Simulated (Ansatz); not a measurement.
System: C3H3 (charge 0, doublet). It need not be the lowest isomer of its formula. SMILES: C1C[C]=1
Geometry: optimised at B3LYP-D3(BJ)/def2-TZVP (Ansatz, a first-principles code).

Wanted: atomisation energy (electronic, to ground-state atoms), in kcal/mol. Valence correlation only, unless marked. Open shells are spin-unrestricted. Spin-orbit coupling is left out. Non-relativistic. The coupled-cluster limit lacks core correlation, which all-electron functionals hold. CBS marks a two-point X^-3 extrapolation of the correlation energy; Hartree-Fock from the larger set. The bracket is a focal-point correction in the basis named.

```
level       program  atomisation energy (kcal/mol)
----------  -------  -----------------------------
HF/cc-pVTZ   Ansatz                          402.4
```

### Question
What does RI-MP2/CBS(cc-pVTZ,cc-pVQZ)+[CCSD(T)-MP2]/cc-pVTZ (Ansatz) give?

### Answer
563.1 kcal/mol
